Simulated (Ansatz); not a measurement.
The first iterations of a band of FH + H4Si (7 atoms, charge 0, multiplicity 1).

Level of theory: RKS PBE-D4/6-31G* (Ansatz 0.2.0).

```
movable images  : 7
climbing image  : yes
spring          : 5.0 eV/Å²
optimiser       : quadratic models (default)
start path      : through a guess of the saddle point
force threshold : 0.03 eV/Å
iteration limit : 60
end points      : relaxed
```

First end point:

```xyz
7
Properties=species:S:1:pos:R:3
Si 0.302 0.000 -0.126
H 0.320 0.000 1.379
H 1.730 0.000 -0.588
H -0.383 1.232 -0.623
H -0.383 -1.232 -0.623
F -2.506 0.000 1.274
H -1.846 0.000 1.947
```

Last end point:

```xyz
7
Properties=species:S:1:pos:R:3
Si -0.184 0.000 -0.794
H -0.802 0.000 3.618
H 1.216 0.000 -0.256
H -0.404 1.225 -1.628
H -0.404 -1.225 -1.628
F -1.239 0.000 0.447
H -0.949 0.000 2.881
```

| iteration | highest image above the first end (eV) | largest band force component (eV/Å) |
| --- | --- | --- |
| 1 | 2.607 | 5.308 |
| 2 | 1.656 | 3.035 |
| 3 | 1.099 | 2.493 |
| 4 | 1.378 | 2.133 |

Task: Does the band converge within its limit, and where does its top end?

Result: It converged. It ended after 13 iterations with the highest image 1.126 eV above the first end. A vibrational analysis at the climbing image gives 2 clearly imaginary modes (1067i, 190i cm⁻¹): a point of higher order, so a lower path passes nearby. The orbitals stay closed-shell, which can raise the energy where a bond breaks towards radicals; this wasn't checked here.

Time of the run: 66 s on 1 thread of AMD EPYC 7R43 64-Core Processor (Zen 3), with other jobs on the host, peak memory 0.11 GiB.
